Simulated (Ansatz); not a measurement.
Results of PBE in Ansatz (plane waves, PAW) for hcp Sc.

Run with plane-wave cutoff 520 eV, 18×18×10 k mesh (along the axes of the cell as run), Fermi–Dirac smearing 0.05 eV, scalar-relativistic PAW data made under PBE.

A third-order Birch–Murnaghan fit to the energies gives V0 = 24.648 Å³/atom, B0 = 54.2 GPa, B′ = 3.4.

```
V (Å³/atom)  P (GPa)
-----------  -------
23.662         2.368
24.155         1.132
24.648         0.000
25.141           [?]
25.634           [?]
```

Estimate the withheld pressures from this fit; the answers are the runs' own values.


- 25.141, P (GPa): -1.037
- 25.634, P (GPa): -1.988

The formula P = (3/2) B0 (x^(7/3) − x^(5/3)) [1 + (3/4)(B′ − 4)(x^(2/3) − 1)] with x = V0/V meets the computed pressures within 0.01 GPa when these rounded values are put in.

Shape and atoms are relaxed at each volume.

Measured, for comparison: bulk modulus 55.6 GPa (zero-point energy and finite temperature contributions removed, our sources range from 44.5 to 55.6; as tabulated in doi:10.1021/acs.jctc.3c00612). Computed (rounded) less measured: bulk modulus not scored (sources differ).

Note: the bulk modulus comes from volumes at which shape and atoms were relaxed.

Computed values are for the static lattice.

Ansatz is a quantum-chemistry and plane-wave program.
